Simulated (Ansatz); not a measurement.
in.yaml

```yaml
crystal:
  periodic: [false, false, false]
  atoms:
    - {symbol: Si, position_ang: [0.000000, 0.000000, 0.595671]}
    - {symbol: C, position_ang: [0.000000, 0.000000, -1.106259]}
    - {symbol: H, position_ang: [0.000000, -0.909276, -1.707827]}
    - {symbol: H, position_ang: [0.000000, 0.909276, -1.707827]}
basis:
  gaussian: {orbitals: 6-31G}
magnetization: {spin_polarized: false, initial_magnetization: 2}
correlation: {active_space: {ras: {orbitals: [4, 2, 14], electrons: 10, max_holes: 2, max_particles: 2}, fixed_orbitals: true}}
```

```sh
$ ansatz run in.yaml --threads 1 --pin off --events-out ev --progress --plain --max-ram 2560MiB --backend cpu
```

Question: Roughly how long does this take on 1 thread of AMD EPYC 7R13, shared host, and how much host memory?

Answer: 0.88 s wall and 0.22 GiB.

```
331 factors; integrals over basis functions are off by at most 2.7e-4 eV
mean field evaluation 1: about -8918.9607 eV, gradient 1.1e1 eV
mean field evaluation 2: about -8918.9616 eV, gradient 1.1e1 eV
mean field evaluation 4: about -8919.4910 eV, gradient 8.3e-1 eV
mean field evaluation 8: about -8919.4944 eV, gradient 2.4e-2 eV
mean field evaluation 16: about -8918.4908 eV, gradient 3.9e-3 eV
mean field evaluation 32: about -8918.4992 eV, gradient 1.2e-2 eV
mean field evaluation 64: about -8919.4937 eV, gradient 1.9e-1 eV
mean field -8919.49438634 eV, -327.7853728476 hartree, gradient 8.4e-7 eV, S^2 2.000000; 13 other end points of the search recorded, 0 dependent functions left out
reference -8919.49438634 eV, -327.7853728476 hartree; 12, 10 occupied and 14, 16 virtual orbitals, 331 factors
state -8922.73188799 eV, -327.9043488386 hartree
Total energy: -8922.73188799 eV, -327.9043488386 hartree
```

For the same geometry and basis full CI lies 258.9 meV lower.
